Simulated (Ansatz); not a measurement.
Computed with Ansatz on PBE0-D4/def2-TZVP structures; ΔE is electronic, products minus reactants. CCSD(T)/CBS is the MP2 limit (def2-TZVPP, def2-QZVPP) plus CCSD(T) − MP2 in def2-TZVPP, frozen cores. Functionals use def2-TZVPP. B3LYP here is the variant with VWN-RPA as its local correlation; programs differ in this. Each species was taken in one conformer, which may not be the lowest.

Consider the formal exchange of groups at a C–C bond: `CCOCC#N` + `CC(C)C` → `CC(C)(C)C#N` + `CCOC`.

`CCOCC#N`:

Cartesian coordinates in Å:
```
C 0.409 0.533 1.509
C -0.794 0.197 0.657
O -0.645 -1.000 -0.095
C 0.295 -0.939 -1.121
C -0.030 0.067 -2.143
N -0.283 0.866 -2.928
H 0.672 -0.306 2.156
H 1.283 0.800 0.910
H 0.179 1.394 2.141
H -1.040 1.028 -0.017
H -1.667 0.014 1.286
H 1.310 -0.731 -0.757
H 0.311 -1.922 -1.598
```

`CC(C)C`:

Cartesian coordinates in Å:
```
C -1.232 -0.113 0.755
C -0.188 -0.072 -0.351
C 0.862 -1.155 -0.149
C 0.459 1.302 -0.440
H -2.006 0.643 0.600
H -1.721 -1.089 0.807
H -0.770 0.080 1.729
H -0.696 -0.269 -1.304
H 1.398 -1.001 0.794
H 1.600 -1.151 -0.955
H 0.408 -2.149 -0.113
H 1.190 1.348 -1.252
H 0.981 1.543 0.492
H -0.286 2.083 -0.613
```

`CC(C)(C)C#N`:

Cartesian coordinates in Å:
```
C -0.530 -0.741 -1.167
C -0.100 0.167 -0.012
C -0.414 -0.496 1.332
C 1.394 0.486 -0.112
C -0.852 1.423 -0.100
N -1.443 2.407 -0.169
H 0.024 -1.681 -1.112
H -0.324 -0.274 -2.131
H -1.597 -0.965 -1.114
H -0.124 0.148 2.165
H 0.141 -1.433 1.410
H -1.479 -0.716 1.422
H 1.710 1.145 0.698
H 1.966 -0.443 -0.047
H 1.629 0.971 -1.061
```

`CCOC`:

Z-matrix (Å, degrees):
```
C
C 1 1.507
H 1 1.092 2 110.6
H 1 1.092 2 110.6 3 -119.9
H 1 1.092 2 110.4 3 120.0
O 2 1.405 1 108.9 3 59.9
H 2 1.102 1 110.6 3 -60.9
H 2 1.102 1 110.6 3 -179.2
C 6 1.399 2 112.4 1 180.0
H 9 1.090 6 107.7 2 -180.0
H 9 1.100 6 111.6 2 60.6
H 9 1.100 6 111.6 2 -60.6
```

```tsv
level	ΔE (kJ/mol)	difference from CCSD(T)/CBS
PBE-D4	-14.4	5.3
r2SCAN-D4	-16.9	2.8
PBE0-D4	-16.2	3.5
B3LYP-D4	-16.4	3.3
ωB97X-V	-17.7	2.0
ωB97M-V	-17.7	2.0
B2PLYP	-17.8	1.9
PBE	-13.4	6.3
r2SCAN	-16.6	3.1
PBE0	-15.2	4.5
B3LYP	-14.7	5.0
HF/def2-TZVPP	-19.2	0.5
MP2/def2-TZVPP	-23.5	-3.8
SCS-MP2/def2-TZVPP	-22.4	-2.7
CCSD/def2-TZVPP	-19.1	0.6
CCSD(T)/def2-TZVPP	-19.4	0.3
HF/def2-QZVPP	-19.7	0.0
MP2/def2-QZVPP	-23.9	-4.2
SCS-MP2/def2-QZVPP	-22.6	-2.9
HF/CBS(def2)	-19.7	0.0
MP2/CBS(def2)	-23.8	-4.1
CCSD/CBS(def2)	-19.4	0.3
CCSD(T)/CBS	-19.7	0
```

Largest T1 diagnostic among the species: 0.012.
